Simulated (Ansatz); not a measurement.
Basis sets compared for SiF2H2 (SiH₂F₂). The state is a singlet with charge 0. Geometry r2SCAN-D4/def2-TZVP. Ansatz on 4 threads of Arm Neoverse V1 on a shared host; times are rough, and most runs start from earlier orbitals.

```xyz
5

Si   -0.026   -0.047    0.011
F     0.155    0.618   -1.418
F     0.680    0.890    1.079
H     0.656   -1.353    0.009
H    -1.465   -0.108    0.320
```

Binding counts from free atoms (Si triplet, F doublet, H doublet) in the same basis, without a counterpoise term.

```csv
level,functions,energy (Eh),HOMO (eV),LUMO (eV),binding per atom (eV),wall time
PBE-D4/def2-SVP,56,-489.8909,-8.18,0.05,3.75,0.3 s
PBE-D4/def2-TZVP,111,-490.2624,-8.36,-0.57,3.82,0.4 s
r2SCAN-D4/def2-TZVP,111,-490.4998,-8.76,-0.06,3.83,1.1 s
PBE0-D4/def2-SVP,56,-489.9234,-9.79,0.96,3.66,0.4 s
PBE0-D4/def2-TZVP,111,-490.2928,-9.89,0.31,3.75,0.65 s
```

Estimate the rows for PBE-D4/def2-TZVPD, r2SCAN-D4/def2-TZVPD, PBE0-D4/def2-TZVPD.


| level | functions | energy (Eh) | HOMO (eV) | LUMO (eV) | binding per atom (eV) | wall time |
| --- | --- | --- | --- | --- | --- | --- |
| PBE-D4/def2-TZVPD | 141 | -490.2643 | -8.41 | -0.79 | 3.82 | 0.75 s |
| r2SCAN-D4/def2-TZVPD | 141 | -490.5011 | -8.79 | -0.22 | 3.83 | 1.4 s |
| PBE0-D4/def2-TZVPD | 141 | -490.2942 | -9.92 | 0.04 | 3.75 | 0.8 s |
